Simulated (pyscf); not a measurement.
Single points on ωB97X-D3(BJ)/def2-SVP structures (PySCF, gas phase). MP2 and CC: frozen core, UHF for open shells. ΔMP2 is the change of the MP2 total energy from the triple- to the quadruple-zeta basis.

For the elementary gas-phase step ethylene (H₂C=CH₂) + methane (CH₄) -> propane (H₃C–CH₂–CH₃) (singlet surface; C–H broken, C–C, C–H formed), what barrier and reaction energy does CCSD(T)/def2-TZVPP + ΔMP2(QZVPP) give, measured from the separated reactants?

ΔE‡ = 79.6 kcal/mol, ΔE = -23.4 kcal/mol. Zero-point energy shifts the barrier by +0.1 kcal/mol. It is an addition across a multiple bond or ene-type step, with an imaginary mode of 1195i cm⁻¹. On the product side the descent ends in a point that may be a rotor saddle (no frequency run), 3.0 kcal/mol over the lowest minimum found and 111.7 kcal/mol under the saddle at ωB97X-D3(BJ)/def2-TZVP. At ωB97X-D3(BJ)/def2-TZVP the barrier from the zero used here is 88.2 kcal/mol. From the product side, CH₃• + •H₂C–CH₃ lies, by one bond made or cut, 14.2 kcal/mol under this saddle at ωB97M-D3(BJ)/def2-TZVP. One saddle was located; it need not be the lowest between these sides. A restricted solution here is unstable towards spin polarisation, so biradical character is likely and single-reference numbers are less safe. The CCSD(T) − MP2 part came from Ansatz, without density fitting, on the same reference.
